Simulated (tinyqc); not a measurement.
The integration grid: Kohn-Sham M06L on finer and finer grids in the sto-6g basis, for LiH, spin multiplicity 3. Computed by the program tinyqc with PySCF. Self-consistent on each grid; the net force on the molecule should vanish.

Geometry (angstrom):
```
atom       x       y       z
Li    0.0000  0.0000  0.0000
H     0.0000  0.0000  1.4290
```

Kohn-Sham energy on Becke grids (radial x angular points per atom):
```
grid       points  residual of the electron count  E (hartree)  E - finest (mhartree)  largest net force without grid terms (hartree/bohr)
10 x 14       273                       -5.99e-02     -7.89222                2.60888                                             5.17e-02
15 x 26       771                        1.99e-03     -7.89119                3.64021                                             1.55e-02
20 x 50      1987                       -4.46e-05     -7.89389                0.93490                                             3.84e-03
30 x 86      5142                       -7.24e-06     -7.89517               -0.34074                                             2.59e-03
50 x 194    19362                        5.45e-06     -7.89484               -0.01118                                             7.28e-05
75 x 302    45224                       -7.20e-07     -7.89483               -0.00285                                             1.11e-05
120 x 590  141387                       -5.20e-09     -7.89483                0.00000                                             5.21e-06
```

What does the comparison show, and why?

The energy is within 0.1 mhartree of the finest grid first at 50 x 194. The error has both signs, since quadrature is not variational. The electron count and the net force are cheap signs of a poor grid.
